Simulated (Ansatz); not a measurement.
**BNH6: a line through the functionals**

BNH6: 8 atoms, total charge 0, spin state singlet. As SMILES, `[BH3-][NH3+]`. The shape is that of a PBE0-D4/def2-TZVP optimisation.

The HOMO–LUMO gap y, in eV, basis def2-TZVP; a is the functional's share of exact exchange. Programs: Ansatz 0.2.0.

```
functional  program     a  y (eV)
    revPBE   Ansatz     0    5.57
    r2SCAN   Ansatz     0    6.68
     B3LYP   Ansatz   0.2       ?
      PBE0   Ansatz  0.25    7.77
   r2SCAN0   Ansatz  0.25    8.52
     BHLYP   Ansatz   0.5    9.70
```

Fit y = c + s·a to the known rows and predict B3LYP.


1. Means of the 5 rows: a = 0.2000, y = 7.648.
2. Σ(Δa)² = 0.175, Σ(Δa·Δy) = 1.2745, so the slope is 1.2745/0.175 = 7.2829.
3. Intercept: 7.648 − (7.2829) × 0.2000 = 6.191. The largest residual of the fit is 0.62.
4. B3LYP: 6.191 + (7.2829) × 0.2 = 7.65 eV.

The run gave 7.21 eV, so the prediction is off by +0.44 eV, within the scatter of the fit. Exact exchange lowers occupied levels and raises empty ones. The rows mix families of semi-local functionals, which the line can't see.
